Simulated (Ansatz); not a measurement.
**AlPH₄+ (doublet): wave-function methods side by side, cc-pVDZ**

How much of the correlation energy of AlPH₄+ (doublet) does each wave-function method recover here?

Method: cc-pVDZ, correlated electrons: outside noble gas; program: Ansatz 0.2.0, Gaussian basis.

Plan: UHF; CCSD(T) on ROHF; CCSD(T) on UHF; BCCD(T) on ROHF; CISD; CCSDT(Q) on ROHF; CCSDT(Q) on UHF.

## (1) The geometry

The geometry is a PBE0/def2-TZVP stationary point (not a proven minimum) of the parent state, kept for this charge and spin.

6 atoms, charge 1, spin multiplicity 2.

Atoms are counted from 1 here; the program's logs count them from 0.

Bond lengths: Al1–P2 2.322 Å, Al1–H3 1.586 Å, Al1–H4 1.586 Å, P2–H5 1.420 Å, P2–H6 1.420 Å. Angles: P2–Al1–H3 119.4°, P2–Al1–H4 119.4°, H3–Al1–H4 120.9°, Al1–P2–H5 94.0°, Al1–P2–H6 94.0°, H5–P2–H6 95.1°.

In the tables R marks a restricted open-shell determinant and U an unrestricted one; correlation energies count from the lowest restricted Hartree-Fock solution.

## (2) UHF

in.yaml

```yaml
crystal:
  periodic: [false, false, false]
  atoms:
    - {symbol: Al, position_ang: [-0.037782, 0.000000, 1.213636]}
    - {symbol: P, position_ang: [0.089997, 0.000000, -1.105232]}
    - {symbol: H, position_ang: [-0.021055, -1.380168, 1.995550]}
    - {symbol: H, position_ang: [-0.021055, 1.380168, 1.995550]}
    - {symbol: H, position_ang: [-0.856043, -1.048281, -1.257693]}
    - {symbol: H, position_ang: [-0.856043, 1.048281, -1.257693]}
basis:
  gaussian: {orbitals: cc-pVDZ}
total_charge: 1
magnetization: {spin_polarized: true, initial_magnetization: 1}
hamiltonian: {xc: hf}
output: {orbitals: {seedname: orbitals}}
```

Command:

```bash
> ansatz run in.yaml --threads 1 --pin off --events-out ev --progress --plain --max-ram 2816MiB --backend cpu
```

Further steps of the session: CCSD(T) on ROHF; CCSD(T) on UHF; BCCD(T) on ROHF; CISD; CCSDT(Q) on ROHF; CCSDT(Q) on UHF.

Before running them: what should the planned runs give, taken together? Wanted: correlation energy, UCCSDT(Q); RMP2 from UCCSDT(Q); UMP2 from UCCSDT(Q); RCCSD from UCCSDT(Q); RCCSD(T) from UCCSDT(Q); UCCSD(T) from UCCSDT(Q); RCCSDT(Q) from UCCSDT(Q); T1 diagnostic.

As calculated:

| quantity | value |
| --- | --- |
| correlation energy, UCCSDT(Q) | -5.9417 eV |
| RMP2 from UCCSDT(Q) | +1342.8 meV |
| UMP2 from UCCSDT(Q) | +1341.5 meV |
| RCCSD from UCCSDT(Q) | +174.8 meV |
| RCCSD(T) from UCCSDT(Q) | +37.8 meV |
| UCCSD(T) from UCCSDT(Q) | +37.9 meV |
| RCCSDT(Q) from UCCSDT(Q) | +0.6 meV |
| levels of the table within 1 kcal/mol (43 meV) | RCCSD(T), UCCSD(T), BCCD(T), RCCSDT, UCCSDT, RCCSDT(Q) |
| T1 diagnostic | 0.031 |

In words: RCCSD(T) lands +37.8 meV from the yardstick (0.6 % of the correlation energy). These misses are within one basis, not against nature; the frozen cores of restricted and unrestricted runs differ, which can shift their rows.
